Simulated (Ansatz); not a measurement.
## [Cl···H···S], triplet: reading a ladder of total energies

Geometry: a point of a hydrogen-transfer path between rigid fragments, not a stationary point.

```yaml
atoms:
  - { symbol: Cl, position_ang: [0.0000, 0.0000, -1.4377] }
  - { symbol: H, position_ang: [0.0000, 0.0000, -0.1117] }
  - { symbol: S, position_ang: [0.0000, 0.0000, 1.5493] }
```

Basis cc-pVTZ; Ansatz 0.2.0. Only valence electrons are correlated (noble-gas cores frozen), which leaves 14 electrons in 72 orbitals. Prefix R: restricted or restricted open-shell reference; prefix U: unrestricted.

Full CI isn't at hand for all of this; UCCSDT(Q) serves as the reference, and is uncertain by about the last step of the cluster series.

The cluster runs stand on a determinant 0.05 eV above the lowest UHF solution, chosen by trial CCSD; the correlation energy below is counted from it.

Runs differ by some tens of microhartree through their thresholds and, for an open shell, their frozen cores, so steps under 0.03 kcal/mol mean nothing.

```json
{"level": "UHF determinant under the cluster runs", "total energy (hartree)": "-857.580451"}
{"level": "UMP2", "total energy (hartree)": "-857.914743"}
{"level": "UCCSD", "total energy (hartree)": "-857.955283"}
{"level": "UCCSD(T)", "total energy (hartree)": "-857.969882"}
{"level": "UCCSDT", "total energy (hartree)": "-857.971207"}
{"level": "UCCSDT(Q)", "total energy (hartree)": "-857.971836"}
```

Question: What is the correlation energy at UCCSDT(Q), and what share of it do UMP2 and UCCSD recover?

Answer: E(corr) = -857.971836 − (-857.580451) = -0.391385 hartree = -10.650 eV. UMP2: -0.334292 / -0.391385 = 85.41 %. UCCSD: -0.374832 / -0.391385 = 95.77 %.

Question: By how many kcal/mol does UCCSD(T) miss UCCSDT(Q) (1 hartree = 627.509 kcal/mol), and which steps make up the rest?

Answer: -857.969882 − (-857.971836) = 0.001954 hartree = 1.23 kcal/mol. Steps: UCCSDT − UCCSD(T) = -0.83, UCCSDT(Q) − UCCSDT = -0.39 kcal/mol. Differences between like states or geometries often cancel part of this.
